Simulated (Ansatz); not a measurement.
# Counterpoise correction, worked out

The pair of NH₃ (SMILES N, atoms 1–4) and CH₆Si (SMILES C[SiH3], atoms 5–12), both closed shells, in one local arrangement (a lower one may exist), relaxed at PBE0-D4/def2-TZVP:

N1  (-0.314, 0.491, -2.058)
H2  (-1.129, 1.066, -1.877)
H3  (0.468, 1.120, -2.192)
H4  (-0.472, 0.016, -2.938)
C5  (0.317, -1.299, 0.921)
Si6  (0.061, 0.508, 1.312)
H7  (-0.418, -1.918, 1.440)
H8  (1.313, -1.627, 1.225)
H9  (0.207, -1.444, -0.155)
H10  (-1.299, 0.968, 0.921)
H11  (1.063, 1.368, 0.625)
H12  (0.203, 0.752, 2.777)
(Å)

Computed with Ansatz 0.2.0 (basis: def2-TZVPPD); correlated methods freeze the cores.

MP2 total energies in eV:

| system | geometry | basis functions | energy |
| --- | --- | --- | --- |
| pair | pair | all | -10533.61450 |
| NH₃ | as in the pair | all (partner as ghosts) | -1536.32319 |
| CH₆Si | as in the pair | all (partner as ghosts) | -8997.19962 |
| NH₃ | as in the pair | its own | -1536.31215 |
| CH₆Si | as in the pair | its own | -8997.19168 |
| NH₃ | free (PBE0-D4 minimum) | its own | -1536.31235 |
| CH₆Si | free (PBE0-D4 minimum) | its own | -8997.19897 |

Question: Work out the interaction energy with and without the counterpoise correction, the superposition error, and the binding energy from the relaxed fragments.

Answer: Without correction: -10533.61450 − (-1536.31215) − (-8997.19168) = -0.11067 eV.
With correction (each fragment in the whole basis): -10533.61450 − (-1536.32319) − (-8997.19962) = -0.09169 eV = -2.11 kcal/mol.
The superposition error is the difference, 0.01898 eV, 17 % of the uncorrected value: each fragment borrows its partner's functions.
Deformation from the free shapes: 0.00020 eV for NH₃ and 0.00729 eV for CH₆Si.
Binding energy from relaxed fragments: -0.09169 + 0.00020 + 0.00729 = -0.08420 eV = -1.94 kcal/mol (electronic, without zero-point energy; negative means bound). For comparison, the corrected interaction energy by CCSD(T) at an estimated basis limit (MP2 extrapolated from triple and quadruple zeta, plus CCSD(T) − MP2 in triple zeta) is -0.104 eV.

No T1 diagnostic of these runs exceeds 0.010.

For scale, one of the runs: CCSD(T)/def2-TZVPPD, 275 basis functions, launched by `ansatz run in.yaml --threads 4 --pin off --events-out ev --progress --plain --max-ram 9574MiB`. The run took 31 s on 4 CPU threads of an AMD EPYC 9R45 (shared host), with 7.3 GiB of host memory at its peak.
